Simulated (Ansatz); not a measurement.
`CC=N` and `CC(=N)F` differ in one atom or group.

Ansatz, PBE0-D4/def2-TZVP geometries, multiplicity 1. Each molecule was computed in one conformer, which needn't be the lowest.

```
                                        property  `CC=N`
               HOMO energy (PBE/def2-TZVPP) / eV   -6.01
             LUMO energy (B3LYP/def2-TZVPP) / eV   -0.25
size of the dipole moment (B3LYP/def2-TZVPP) / D    2.53
            HOMO–LUMO gap (PBE0/def2-TZVPP) / eV    7.58
  size of the dipole moment (PBE/def2-TZVPP) / D    2.46
             HOMO energy (B3LYP/def2-TZVPP) / eV   -7.33
```

Question: What does the change do to each property? (An estimate is asked.)

Answer: The calculation gave: 
```
                                        property  `CC(=N)F`  shift
               HOMO energy (PBE/def2-TZVPP) / eV      -6.81  -0.80
             LUMO energy (B3LYP/def2-TZVPP) / eV      -0.08   0.17
size of the dipole moment (B3LYP/def2-TZVPP) / D       3.39   0.86
            HOMO–LUMO gap (PBE0/def2-TZVPP) / eV       8.65   1.07
  size of the dipole moment (PBE/def2-TZVPP) / D       3.24   0.78
             HOMO energy (B3LYP/def2-TZVPP) / eV      -8.18  -0.85
```

With PBE0 the HOMO falls by 0.86 eV and the LUMO rises by 0.19 eV, so the gap widens by about 1.05 eV. PBE moves the HOMO by -0.80 eV and ωB97M-V by -0.89 eV. Dipoles are sizes alone; their direction can turn.

B3LYP here is the variant with VWN-RPA as its local correlation; programs differ in this.
